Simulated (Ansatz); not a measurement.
Reaction (cleavage of the B–B bond): `BBN` + NH₃ → `NBN` + BH₃

Program: Ansatz. Geometries: PBE0-D4/def2-TZVP. ΔE: electronic, gas phase. CBS: MP2 limit from def2 TZ/QZ plus the TZ coupled-cluster correction, frozen cores. This one scheme is used for every species. Functionals use def2-TZVPP. Each species was taken in one conformer, which may not be the lowest.

```
        level  ΔE (eV)
     BHLYP-D4    -1.19
       r2SCAN    -1.07
    CAM-B3LYP    -1.16
MP2/CBS(def2)    -1.18
```

**Question.** What does CCSD(T)/CBS give? (Best estimate.)

**Answer.** Computed: -1.10 eV. The listed levels differ from it by -0.09, 0.03, -0.06, -0.08 eV.

Largest T1 diagnostic among the species: 0.013.

At CCSD(T), def2-SVP lies −0.09 eV from the extrapolated value and def2-TZVPP −0.01 eV. From r2SCAN to r2SCAN0 (25 % exact exchange), in def2-TZVPP and without D4, ΔE moves by −0.04 eV. Leaving LDA and LC-ωPBE aside and taking each functional with its dispersion term where it has one, the values, not all of them listed here, spread over 0.21 eV, from BHLYP-D4 to PBE-D4. LDA lies −0.07 eV from PBE without D4.
